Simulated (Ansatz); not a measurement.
C2H, SMILES [C]#C, multiplicity 2. Atoms are numbered in the order given.

```xyz
3

C      0.0000     0.0000    -0.7305
C      0.0000     0.0000     0.4696
H      0.0000     0.0000     1.5339
```
Charge 0, spin multiplicity 2.

Geometry: B3LYP-D3(BJ)/def2-TZVPD. The isomer is the one that the SMILES or the coordinates give; other isomers of the formula were not compared.

Two levels are set side by side: PBE-D3(BJ)/def2-TZVPD (Ansatz, a program for electronic structure) and B3LYP-D3(BJ)/def2-TZVPD (Ansatz). Each level has its own optimised geometry; the coordinates shown are those of the second. Differences are taken from unrounded values.

| quantity | B3LYP-D3(BJ) |
|---|---|
| mean bond length (Å) | 1.132 |
| bond C1–C2 (Å) | 1.200 |
| bond C2–H3 (Å) | 1.064 |

Problem. What does PBE-D3(BJ) give, and how far is it from B3LYP-D3(BJ)? (An estimate is asked for; the answer gives what the named calculation found.)

Solution. 
```json
[
 {"quantity": "mean bond length (Å)", "PBE-D3(BJ)": "1.142", "PBE-D3(BJ) minus B3LYP-D3(BJ)": "0.010"},
 {"quantity": "bond C1–C2 (Å)", "PBE-D3(BJ)": "1.211", "PBE-D3(BJ) minus B3LYP-D3(BJ)": "0.011"},
 {"quantity": "bond C2–H3 (Å)", "PBE-D3(BJ)": "1.073", "PBE-D3(BJ) minus B3LYP-D3(BJ)": "0.009"}
]
```

GGA bonds tend to be longer and softer than those of functionals with exact exchange. Differences between two approximate levels are no errors against the true value.
